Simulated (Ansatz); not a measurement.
Program: Ansatz. Geometries: PBE0-D4/def2-TZVP. ΔE: electronic, gas phase. CCSD(T)/CBS adds triple-zeta CCSD(T) − MP2 to the extrapolated MP2 energy (def2 sets, frozen cores). This one scheme is used for every species, atoms too. Functionals use def2-TZVPP. No spin–orbit coupling; open shells (•) take unrestricted orbitals. Spin–orbit coupling would lower the free atoms: a little for C, F.

`CC1=CC1F` → 4 C• + F• + 5 H•  (atomization)

`CC1=CC1F`:

Cartesian coordinates in Å:
```
C -1.418 0.223 0.390
C 0.014 -0.013 0.172
C 1.248 -0.023 0.591
C 1.036 -0.374 -0.806
F 1.368 0.559 -1.787
H -1.770 1.007 -0.286
H -1.992 -0.679 0.160
H -1.626 0.525 1.417
H 1.964 0.140 1.379
H 1.175 -1.366 -1.230
```

CCSD(T)/CBS gives +4163.3 kJ/mol.

Problem. Another level gave +4206.8 kJ/mol. Which?
A. LC-ωPBE/def2-TZVPP
B. B97M-V/def2-TZVPP
C. BHLYP/def2-TZVPP
D. HF/def2-TZVPP

Solution. A. LC-ωPBE 4206.8, BHLYP 4012.9, B97M-V 4191.7, HF/def2-TZVPP 3030.8 kJ/mol.

Largest T1 diagnostic among the species: 0.011.

At CCSD(T), def2-SVP lies −161.2 kJ/mol from the extrapolated value and def2-TZVPP −102.6 kJ/mol: correlation converges slowly with the basis, and small sets miss more of it in the bonded molecule than in its fragments. From PBE to PBE0 (25 % exact exchange), in def2-TZVPP and without D4, ΔE moves by −92.5 kJ/mol: exact exchange takes away binding that semilocal exchange gives to molecules. Leaving LDA and LC-ωPBE aside and taking each functional with its dispersion term where it has one, the values, not all of them listed here, spread over 298.3 kJ/mol, from BHLYP-D4 to PBE-D4. LDA lies +549.1 kJ/mol from PBE without D4, its usual overbinding.

For atomizations the MP2-based limit and the directly extrapolated one differ by several kJ/mol either way, and by 10 to 25 for some Ge, Se and Sn compounds, so smaller differences from it don't rank the levels.
